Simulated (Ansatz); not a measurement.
Correlation energies of C3H4FNS, SMILES `C#CC(N)(F)S` by basis set

```tsv
atom	x (Å)	y (Å)	z (Å)
C1	0.507	-1.249	1.733
C2	0.321	-0.482	0.832
C3	0.093	0.447	-0.268
N4	-1.196	1.019	-0.193
F5	1.040	1.452	-0.195
S6	0.325	-0.394	-1.888
H7	0.676	-1.932	2.532
H8	-1.533	1.366	-1.080
H9	-1.869	0.424	0.262
H10	1.635	-0.650	-1.737
```

Total charge 0; spin multiplicity 1. All single points use the PBE0-D4/def2-TZVP geometry. It is one conformer, not always the lowest. Frozen core, restricted reference, the Gaussian-basis code of Ansatz. CBS rows extrapolate triple and quadruple zeta; past MP2 they add the triple-zeta difference.

```
     basis     HF (Eh)  MP2 corr.
def2-TZVPP  -667.38940   -1.10133
def2-QZVPP  -667.41221   -1.18664
```

(1) Estimate the CCSD correlation energy and the (T) correction in each basis where they were run (hartree).

## Answers

(1) 
```csv
basis,CCSD corr.,(T)
def2-TZVPP,-1.13173,-0.05117
CBS(def2),-1.28023,as TZ
```
